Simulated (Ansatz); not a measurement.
We consider fluorite CeO2, described by PBE-D4 (Ansatz, an electronic-structure program, PAW).

Run with plane-wave cutoff 500 eV, 10×10×10 k mesh, gaussian smearing 0.02 eV, no spin polarisation, scalar-relativistic PAW data made under PBE.

Cell (relaxed at this level):

```
CELL_PARAMETERS angstrom
      0.00000     2.71505     2.71505
      2.71505     0.00000     2.71505
      2.71505     2.71505     0.00000
ATOMIC_POSITIONS crystal
  Ce 0.00000 0.00000 0.00000
  O  0.25000 0.25000 0.25000
  O  0.75000 0.75000 0.75000
```

Problem. Predict the band gap.

Solution. 
* **band gap**: 1.98 eV (on the SCF k mesh)

Measured, for comparison: band gap 3 eV (temperature not stated, not corrected to a static lattice, O 2p to Ce 4f, our sources range from 3.00 to 3.20; as tabulated in Tran et al. (2019), arXiv:1908.01820).

Spin–orbit coupling is not included.

The computed numbers hold no vibrational or temperature effects.

It cost about 11 core-seconds (a rough figure) of CPU time.
